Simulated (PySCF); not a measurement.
water (H₂O), SMILES O. Atoms are numbered in the order given.

```xyz
3

O      0.0000     0.0000    -0.1171
H      0.0000    -0.7649     0.4685
H      0.0000     0.7649     0.4685
```
Charge 0, spin multiplicity 1.

The structure is a stationary point at B3LYP-D3(BJ)/def2-TZVPD.

Method: PBE/def2-TZVPD (PySCF).

Mulliken values depend strongly on the basis, most of all with diffuse functions as here. ESP charges are fitted to the potential on shells at 1.4 to 2.0 van der Waals radii. Atomic charges (e):

```tsv
atom	IAO	ESP fit	Mulliken
O1	-0.73	-0.68	-0.59
H2	0.37	0.34	0.29
H3	0.37	0.34	0.29
```
